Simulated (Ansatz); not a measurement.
Insertion of a divalent centre (a silylene, a carbene or their kin)

Start structure (CH$_{7}$NSi, closed shell), relaxed at PBE0-D4/def2-TZVP:

Si1  (-0.855, 0.285, 0.861)
C2  (0.861, 1.053, 0.444)
H3  (-1.426, -1.751, -0.580)
N4  (-0.541, -1.291, -0.389)
H5  (-1.629, 0.957, -0.277)
H6  (1.672, 0.548, 0.980)
H7  (1.117, 1.090, -0.621)
H8  (0.856, 2.087, 0.804)
H9  (0.071, -1.969, 0.051)
H10  (-0.126, -1.009, -1.273)
(Å)

The step: CH₄Si ([CH3][SiH]) + NH₃ → CH₇NSi ([CH3][SiH2][NH2]); bonds formed: Si1–H3; dative contacts that become bonds: Si1–N4; bonds broken: H3–N4. Ansatz 0.2.0; basis: def2-TZVPP and def2-QZVPP; cores frozen in the correlated methods. Extrapolation: Hartree–Fock as exp(−7.88 √X), correlation as X^−2.97. Energies below are by CCSD(T) at an estimated basis limit (MP2 extrapolated from triple and quadruple zeta, plus CCSD(T) − MP2 in triple zeta).

(1) What are the electronic barrier and the energy of the step, from the start structure to the end structure? (Judge from chemistry; the value comes from the calculation.)

No T1 diagnostic of these runs exceeds 0.013. The restricted Hartree–Fock reference is unstable towards an unrestricted one at one or more of these structures.

## Answers

(1) By the calculation: Barrier 34.43 kcal/mol; step energy -42.03 kcal/mol (downhill); reverse barrier, their difference, 76.46 kcal/mol. Barrier and step energy count from the start structure, the reverse barrier from the end structure.

The saddle point: One imaginary mode of 1548i cm⁻¹.
```tsv
pair	start (Å)	saddle (Å)	end (Å)
Si1–H3	2.56	1.63	1.50
Si1–N4	2.04	1.89	1.72
H3–N4	1.01	1.35	2.71
```

Zero-point energy (harmonic, PBE0-D4): ZPE is 52.14 kcal/mol at the start and 48.02 kcal/mol at the saddle, so the barrier goes from 34.43 to 30.31 kcal/mol.

First-order rate constant out of the start structure at 298 K by transition-state theory, with harmonic vibrational free energies alone and no tunnelling: ΔA‡ = 30.53 kcal/mol, so k = (kB T/h) exp(−ΔA‡/kB T) ≈ 10^-10 s⁻¹ (an order of magnitude at best: rotation, the number of equivalent paths and anharmonicity are left out).

Losses and insertions of silylenes and their heavier kin drive the gas-phase chemistry of silicon and germanium vapour deposition.

Labels in which every atom is bracketed show which atoms are joined, not bond orders.

For scale, one of the runs: CCSD(T)/def2-TZVPP, 202 basis functions, launched by `ansatz run in.yaml --threads 2 --pin off --events-out ev --progress --plain --max-ram 4352MiB`. Time: 18 s of wall clock on 2 CPU threads; the host was shared. Peak host memory: 2.7 GiB.
